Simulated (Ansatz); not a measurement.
Zinc-blende HgTe, relaxed in Ansatz (plane waves) with several semilocal functionals. Each gives its own volume and its own bulk modulus:

```
level   V0 (Å³/atom)  bulk modulus B0 (GPa)   ln V0   ln B0
------  ------------  ---------------------  ------  ------
LDA           33.302                  47.45  3.5056  3.8597
r²SCAN        35.496                  40.07  3.5694  3.6906
PBE           36.768                  34.19  3.6046  3.5319
```

**Question.** Fit a straight line to ln B0 against ln V0. What does it predict for PBEsol, whose volume is 34.475 Å³/atom?

**Answer.** With x = ln V0 and y = ln B0: means 3.55987 and 3.69407; Σ(Δx Δy) = -0.01628, Σ(Δx²) = 0.005037, so the slope is -3.23. At x = 3.5402 the line gives y = 3.69407 + (-3.23) × (3.5402 − 3.55987) = 3.7576, or 42.85 GPa. The run with PBEsol gives 42.11 GPa, -1.7 % from the line. The rows used scatter about it by up to 2.8 %, while the largest value lies 39 % above the smallest. For comparison, PBE's own equation of state has B′ = 5.2, the slope −d ln B/d ln V at a fixed functional; the two needn't agree, since functionals also differ at one volume.

Measured: 42.3 GPa (measured, temperature not stated, no zero-point or thermal correction; as tabulated in Toher et al. (2017), arXiv:1611.05714).

Ansatz's density-functional and Hartree–Fock values are scalar-relativistic unless marked +SOC, with PAW data made under PBE.

Ansatz is a first-principles code.
